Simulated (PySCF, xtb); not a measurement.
Homolysis of single bonds, series Si Br-NH2. All species are isolated molecules in the gas phase. One relaxed conformer stands for each flexible species; it need not be the lowest. Strings in code marks are SMILES.

Quantity: homolytic bond dissociation enthalpy at 298 K (no spin–orbit term), in kcal/mol. Thermal and zero-point terms are GFN2-xTB rigid-rotor harmonic values (xtb).

Case: N–Si bond of `N[Si](N)(Br)Br`, giving `N[Si](Br)Br` and `[NH2]`. Geometry of `N[Si](N)(Br)Br` (neutral, multiplicity 1, Å):

```xyz
9

N      1.4715    -0.1777    -0.0498
Si    -0.1110     0.4217     0.0188
N     -1.1927    -0.8813     0.0026
Br    -0.7659     1.7180    -1.6896
Br    -0.1405     1.7250     1.8432
H      1.7374    -0.8079    -0.7911
H      2.2445     0.3760     0.2824
H     -2.1451    -0.7536    -0.2993
H     -1.0982    -1.6201     0.6828
```

Question: What is the computed homolytic bond dissociation enthalpy at 298 K (no spin–orbit term) (PBE-D3(BJ)/def2-TZVP // B3LYP-D3(BJ)/def2-TZVP (PySCF))?

Answer: 103.7 kcal/mol.
